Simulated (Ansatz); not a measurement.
Silane (`[SiH4]`): measurement beside calculation (Ansatz, PBE0-D4/def2-TZVP geometry).

```xyz
5

Si    0.000    0.000    0.000
H    -0.875   -1.132    0.396
H    -0.831    1.207   -0.240
H     0.733   -0.352   -1.242
H     0.973    0.277    1.087
```

Measured: 2190 cm⁻¹ (Si-H stretching band, approximate position, FTIR absorption); 900 cm⁻¹ (Si-H bending band, approximate position, FTIR absorption). Source: Gas Phase Reaction of Silane with Water at Different Temperatures and Supported by Plasma, 2023 (pmc:9996801).

Harmonic PBE0-D4 wavenumbers (cm⁻¹, unscaled): 907, 907, 907, 968, 968, 2236, 2246, 2246, 2246. Fundamentals include anharmonicity and usually lie a few per cent under these; harmonic values from spectra compare directly.

Enthalpy of formation at 298 K: 8.2 kcal/mol (zero for an element's reference state; older measured values of the G2 set, as listed by Staroverov and co-workers, J. Chem. Phys. 119, 12129, 2003). With their computed zero-point and thermal terms and the atoms' enthalpies of Curtiss and co-workers (1997) it gives an electronic atomization energy of 321.9 kcal/mol.

| level | atomization (kcal/mol) | error | error per bond |
| --- | --- | --- | --- |
| LDA (SPW92) | 347.6 | 25.6 | 6.4 |
| PBE-D4 | 315.0 | -6.9 | -1.7 |
| revPBE-D4 | 313.2 | -8.7 | -2.2 |
| BLYP-D4 | 320.7 | -1.2 | -0.3 |
| r2SCAN-D4 | 322.3 | 0.4 | 0.1 |
| B97M-V | 325.6 | 3.7 | 0.9 |
| PBE0-D4 | 316.4 | -5.5 | -1.4 |
| B3LYP-D4 | 325.7 | 3.7 | 0.9 |
| r2SCANh-D4 | 322.0 | 0.1 | 0.0 |
| r2SCAN0-D4 | 321.8 | -0.1 | 0.0 |
| HSE06-D4 | 316.5 | -5.4 | -1.4 |
| BHLYP-D4 | 324.6 | 2.6 | 0.7 |
| CAM-B3LYP-D4 | 326.5 | 4.6 | 1.2 |
| ωB97X-V | 326.9 | 5.0 | 1.2 |
| ωB97M-V | 324.7 | 2.8 | 0.7 |
| B2PLYP | 321.3 | -0.6 | -0.2 |
| PBE-QIDH | 317.7 | -4.2 | -1.0 |
| PBE | 314.0 | -7.9 | -2.0 |
| revPBE | 309.7 | -12.3 | -3.1 |
| BLYP | 318.4 | -3.5 | -0.9 |
| r2SCAN | 322.1 | 0.1 | 0.0 |
| PBE0 | 315.6 | -6.3 | -1.6 |
| B3LYP | 324.1 | 2.2 | 0.5 |
| r2SCANh | 321.8 | -0.1 | 0.0 |
| r2SCAN0 | 321.5 | -0.4 | -0.1 |
| HSE06 | 315.8 | -6.2 | -1.5 |
| BHLYP | 323.5 | 1.6 | 0.4 |
| CAM-B3LYP | 325.7 | 3.8 | 1.0 |
| LC-ωPBE | 317.5 | -4.4 | -1.1 |
| HF/def2-TZVPP | 256.2 | -65.7 | -16.4 |
| MP2/def2-TZVPP | 311.1 | -10.8 | -2.7 |
| SCS-MP2/def2-TZVPP | 319.6 | -2.3 | -0.6 |
| CCSD/def2-TZVPP | 318.4 | -3.5 | -0.9 |
| CCSD(T)/def2-TZVPP | 319.2 | -2.7 | -0.7 |
| HF/def2-QZVPP | 256.8 | -65.2 | -16.3 |
| MP2/def2-QZVPP | 315.1 | -6.9 | -1.7 |
| SCS-MP2/def2-QZVPP | 324.2 | 2.2 | 0.6 |
| CCSD/def2-QZVPP | 322.0 | 0.1 | 0.0 |
| CCSD(T)/def2-QZVPP | 322.9 | 1.0 | 0.2 |
| HF/CBS(def2) | 256.8 | -65.1 | -16.3 |
| MP2/CBS(def2) | 317.6 | -4.3 | -1.1 |
| CCSD/CBS(def2) | 324.3 | 2.4 | 0.6 |
| CCSD(T)/CBS(def2) | 325.3 | 3.3 | 0.8 |

Functionals use def2-TZVPP; B3LYP here is the variant with VWN-RPA as its local correlation; programs differ in this. The calculations leave out spin–orbit coupling, scalar relativity and, for the correlated methods, core correlation; together these are worth up to about 1 kcal/mol a heavy atom. HSE06 is defined as in plane-wave codes. CBS extrapolates def2-TZVPP and def2-QZVPP. T1 = 0.012. CCSD(T)/CBS misses by more than these terms explain, and whether the calculation, the thermal terms or a tabulated enthalpy is at fault wasn't checked.
